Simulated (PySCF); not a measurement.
Cl2, SMILES ClCl.

The structure is a stationary point at B3LYP-D3(BJ)/def2-TZVPD.

Computed with CAM-B3LYP/def2-TZVPD in PySCF.

Gas-phase values at a fixed geometry.

| Quantity | Value |
|---|---|
| total energy | -920.42064 hartree |
| point group | D∞h |
| highest occupied level | -10.19 eV |
| lowest empty level | -2.19 eV |
| orbital gap | 8.00 eV |
| dipole moment | 0.00 D |
| quadrupole, principal values (traceless, Buckingham form, about the centre of nuclear charge) | -1.61, -1.61, 3.23 D·Å |
| mean static polarisability | 31.3 bohr³ (4.63 Å³) |
| polarisability, principal values | 25.4, 25.4, 42.9 bohr³ |
